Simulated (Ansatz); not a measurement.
# Si2P (doublet): wave-function methods side by side, def2-TZVPP

The task here is to estimate one member of a computed series from the others.

Computed with Ansatz 0.2.0, Gaussian basis. Level: def2-TZVPP, core rule «outside noble gas», up to 15 orbitals frozen.

The runs, in order: UHF; ROHF; CCSD(T) on UHF.

### The system

The geometry is a PBE0/def2-TZVP stationary point (not a proven minimum) of the parent state, kept for this charge and spin.

3 atoms, charge 0, spin multiplicity 2.

Atoms are counted from 1 here; the program's logs count them from 0.

Bond lengths: Si1–P2 2.159 Å, P2–Si3 2.159 Å. Angles: Si1–P2–Si3 180.0°.

The first run:

Contents of in.yaml:

```yaml
crystal:
  periodic: [false, false, false]
  atoms:
    - {symbol: Si, position_ang: [0.000000, 0.000000, 2.159500]}
    - {symbol: P, position_ang: [0.000000, 0.000000, 0.000000]}
    - {symbol: Si, position_ang: [0.000000, 0.000000, -2.159500]}
basis:
  gaussian: {orbitals: def2-TZVPP}
magnetization: {spin_polarized: true, initial_magnetization: 1}
hamiltonian: {xc: hf}
output: {orbitals: {seedname: orbitals}}
```

Run with:

```sh
$ ansatz run in.yaml --threads 1 --pin off --events-out ev --progress --plain --max-ram 4096MiB --backend cpu
```

Steps of the session up to this table: UHF; ROHF; CCSD(T) on UHF.

One of the session's tables, all rows but one given; the rest of the session is left out.

| method | from UCCSD(T) (kcal/mol) |
| --- | --- |
| ROHF | +249.48 |
| UHF | ? |
| UMP2 | +44.99 |
| UCCSD | +17.32 |
| UCCSD(T) | 0 |

Q: Estimate the row for UHF from the others.

As computed: from UCCSD(T) (kcal/mol): +235.70. In the column «from UCCSD(T) (kcal/mol)» it lies between UMP2 (+44.99) and ROHF (+249.48).
